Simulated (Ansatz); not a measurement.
## Molecular dynamics of C3H4S

Input:

```yaml
crystal:
  periodic: [false, false, false]
  atoms:
    - { symbol: C, position_ang: [-0.867149, 1.57684, -1.119578] }
    - { symbol: C, position_ang: [-0.265075, 0.776383, -0.452709] }
    - { symbol: C, position_ang: [0.468564, -0.225908, 0.368478] }
    - { symbol: S, position_ang: [-0.406199, -1.852882, 0.335766] }
    - { symbol: H, position_ang: [-1.405824, 2.296492, -1.716955] }
    - { symbol: H, position_ang: [0.552085, 0.149693, 1.408482] }
    - { symbol: H, position_ang: [1.49985, -0.33099, -0.025321] }
    - { symbol: H, position_ang: [0.515948, -2.446829, 1.145835] }
magnetization:
  spin_polarized: true
basis:
  gaussian: { orbitals: STO-3G }
hamiltonian:
  xc: b3lyp
  dispersion: d4
md:
  timestep: 0.5
  n_steps: 360
  ensemble: nve_milne
  temperature: 2000.0
  initial_velocities: maxwell_boltzmann
  seed: 408243
```

Launched with:

```bash
$ ansatz run input.yaml --threads 1 --pin off --max-ram 2048MiB --backend cpu --events-out ev --progress --plain --runs-dir out
```

It starts from a relaxed structure.

Output, in part (step lines, the closing report, with atoms numbered from 0):

```
md step     0: t =     0.00 fs  T =  2000.0 K  F+E_penalty+E_count = -13850.45927684 eV  E_kin = 1.551120 eV  conserved = -13848.90815685 eV  (24 SCF iters)
[... lines left out ...]
Total energy: -13849.83502477 eV, -508.9720494051 hartree
Atom 0 at    -0.712211     1.433692    -1.332465 Å, force    -0.609698     1.658195    -1.958989 eV/Å
Atom 1 at    -0.105102     0.889653    -0.469884 Å, force     1.067731    -2.597500     2.080797 eV/Å
Atom 2 at     0.183665    -0.071427     0.633617 Å, force    -0.429486    -1.937306    -0.694211 eV/Å
Atom 3 at    -0.353604    -1.920466     0.371442 Å, force     0.585961     1.790679    -2.888215 eV/Å
Atom 4 at    -1.094449     2.037905    -2.127783 Å, force    -0.313651     0.201096    -0.342978 eV/Å
Atom 5 at    -0.546324     0.164505     1.372741 Å, force    -0.679013     0.864469     1.745732 eV/Å
Atom 6 at     1.183208    -0.075315     1.093403 Å, force     0.261503     0.375797    -0.310530 eV/Å
Atom 7 at    -0.410810    -1.793908    -1.078966 Å, force     0.116653    -0.355428     2.368392 eV/Å
Dipole moment:     0.001925     0.033528    -0.041468 e Å
```

The steps, from the saved trajectory:

```tsv
time (fs)	T (K)	potential energy less start (eV)	conserved less start (meV/atom)
0.0	2000	0.000	0.00
6.0	918	0.839	-0.01
12.0	1304	0.540	-0.01
18.0	1111	0.689	0.00
24.0	955	0.810	-0.01
30.0	1271	0.565	-0.01
36.0	1199	0.621	-0.01
42.0	1456	0.422	-0.01
48.0	1438	0.436	0.00
54.0	1094	0.702	-0.01
60.0	885	0.865	-0.01
66.0	1254	0.578	-0.01
72.0	1011	0.767	-0.01
78.0	1395	0.469	-0.01
84.0	1078	0.715	-0.01
90.0	1318	0.529	-0.01
96.0	958	0.808	-0.01
102.0	1347	0.507	-0.01
108.0	653	1.045	-0.01
114.0	1260	0.574	-0.01
120.0	997	0.778	-0.01
126.0	665	1.036	-0.02
132.0	1430	0.442	-0.01
138.0	835	0.903	-0.02
144.0	902	0.852	0.00
150.0	1099	0.699	-0.01
156.0	846	0.895	-0.01
162.0	1529	0.365	-0.01
168.0	1148	0.661	-0.01
174.0	1133	0.672	-0.01
180.0	1195	0.624	-0.01
```

The run went to its last step. The conserved energy stayed within 0.05 meV per atom of its start (net change -0.011 meV per atom), so the integration is sound. The temperature averaged 0.56 of the 2000 K drawn at the start: a run that starts near a minimum puts about half its kinetic energy into the potential. A run of 0.18 ps of so small a system gives no equilibrium averages. Limits of this set-up: minimal basis.

The same pairs are bonded in the first frame and the last. Pairs count as bonded within 1.25 times the sum of covalent radii (0.12 Å more for H–H).

Last frame:

```xyz
8
Properties=species:S:1:pos:R:3
C -0.712 1.434 -1.333
C -0.105 0.890 -0.470
C 0.184 -0.071 0.634
S -0.354 -1.921 0.371
H -1.094 2.038 -2.128
H -0.546 0.165 1.373
H 1.183 -0.075 1.093
H -0.411 -1.794 -1.079
```

Time of the run: 10 min on 1 thread of Arm Neoverse V2, with other jobs on the host, peak memory 0.1 GiB.
